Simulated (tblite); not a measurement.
Compound: C4H4O.
Bonds: C1–C2, C2–C3 (double), C3–C4, C4–O5 (double), C2–C4. Hydrogens: H6, H7, H8 on C1; H9 on C3.

Computed with GFN2-xTB (tblite), gas phase: Langevin dynamics at 600 K from the optimised GFN2-xTB geometry, time step 0.5 fs, friction 0.01 fs⁻¹, 2000 steps. The instantaneous temperature is 2·E(kin)/(3Nk) with all 3N coordinates.

```csv
t (fs),T (K),E(pot) above start (eV),C1–C2 (Å),C2–C3 (Å),C3–C4 (Å),C4=O5 (Å),C2–C4 (Å),C1–H6 (Å)
0,558,0.000,1.466,1.354,1.427,1.194,1.434,1.089
25,362,0.450,1.530,1.359,1.424,1.192,1.430,1.121
50,403,0.628,1.513,1.386,1.476,1.184,1.392,1.118
75,472,0.391,1.526,1.410,1.470,1.198,1.438,1.088
100,492,0.527,1.493,1.336,1.439,1.199,1.397,1.098
125,496,0.590,1.425,1.297,1.399,1.166,1.463,1.119
150,634,0.590,1.446,1.371,1.379,1.264,1.461,1.100
175,680,0.474,1.465,1.410,1.493,1.148,1.414,1.068
200,403,0.521,1.584,1.312,1.412,1.201,1.430,1.102
225,525,0.438,1.460,1.336,1.493,1.180,1.410,1.107
250,360,0.756,1.453,1.414,1.419,1.234,1.501,1.069
275,582,0.537,1.457,1.370,1.418,1.198,1.400,1.058
300,440,0.673,1.460,1.324,1.364,1.159,1.507,1.122
325,426,0.469,1.452,1.321,1.412,1.216,1.440,1.107
350,468,0.508,1.509,1.430,1.449,1.187,1.447,1.069
375,390,0.655,1.538,1.373,1.536,1.231,1.389,1.076
400,521,0.729,1.535,1.327,1.467,1.169,1.503,1.059
425,813,0.493,1.483,1.322,1.394,1.210,1.445,1.121
450,514,0.600,1.406,1.398,1.365,1.181,1.457,1.158
475,496,0.429,1.452,1.382,1.418,1.214,1.497,1.058
500,530,0.323,1.454,1.309,1.488,1.190,1.436,1.077
525,542,0.569,1.507,1.347,1.429,1.238,1.428,1.137
550,531,0.629,1.492,1.394,1.432,1.160,1.463,1.131
575,762,0.665,1.424,1.378,1.362,1.216,1.459,1.027
600,912,0.361,1.468,1.343,1.443,1.195,1.484,1.047
625,511,0.571,1.455,1.333,1.409,1.208,1.407,1.180
650,471,0.676,1.473,1.393,1.436,1.169,1.450,1.206
675,780,0.494,1.513,1.358,1.416,1.228,1.406,1.081
700,512,0.847,1.508,1.338,1.411,1.162,1.497,0.974
725,740,0.317,1.459,1.350,1.452,1.224,1.393,1.077
750,740,0.371,1.469,1.334,1.441,1.181,1.466,1.194
775,440,0.709,1.451,1.341,1.388,1.195,1.427,1.183
800,613,0.577,1.477,1.362,1.481,1.226,1.438,1.133
825,391,0.670,1.503,1.354,1.510,1.206,1.452,1.039
850,637,0.490,1.488,1.314,1.426,1.207,1.452,1.132
875,689,0.448,1.430,1.371,1.431,1.156,1.465,1.141
900,679,0.328,1.450,1.356,1.399,1.228,1.399,1.046
925,412,0.511,1.451,1.389,1.447,1.182,1.494,1.040
950,491,0.301,1.502,1.344,1.419,1.195,1.371,1.125
975,317,0.375,1.494,1.378,1.441,1.173,1.461,1.150
1000,299,0.426,1.471,1.330,1.486,1.238,1.402,1.143
```

Problem. From 500 fs on, how do temperature and potential energy compare with equipartition?

Solution. The mean temperature of these 21 frames is 571 K against the target 600 K, and the mean potential energy 0.51 eV against 21 × kT/2 = 0.54 eV for 21 classical harmonic modes. For 9 atoms in a canonical ensemble the temperature itself scatters by T·√(2/(3N)) = 163 K; here its standard deviation is 158 K. The whole run lasts only 10 friction times of 100 fs, so these averages carry a wide statistical error.

Problem. What are the kinetic and total energies of the listed frame with the highest potential energy?

Solution. The one at 700 fs, 0.847 eV above the start. Its kinetic energy is 3NkT/2 = 0.595 eV at 512 K, so the sum is 1.44 eV; over the listed frames the sum runs from 0.65 to 1.55 eV, since the thermostat adds and removes energy.

Problem. How much do the listed bonds fluctuate from 500 fs on?

Solution. 
```json
{"bond": "C1–C2", "at the start (Å)": "1.466", "mean (Å)": "1.473", "standard deviation (Å)": "0.025"}
{"bond": "C2–C3", "at the start (Å)": "1.354", "mean (Å)": "1.353", "standard deviation (Å)": "0.024"}
{"bond": "C3–C4", "at the start (Å)": "1.427", "mean (Å)": "1.435", "standard deviation (Å)": "0.034"}
{"bond": "C4=O5", "at the start (Å)": "1.194", "mean (Å)": "1.199", "standard deviation (Å)": "0.025"}
{"bond": "C2–C4", "at the start (Å)": "1.434", "mean (Å)": "1.440", "standard deviation (Å)": "0.034"}
{"bond": "C1–H6", "at the start (Å)": "1.089", "mean (Å)": "1.108", "standard deviation (Å)": "0.061"}
```

The motion is classical and holds no zero-point motion.

The cost below is that of the whole dynamics run. Time: 4.4 s of wall time; peak memory 0.18 GiB. Hardware: Arm Neoverse V2, one thread, shared host.
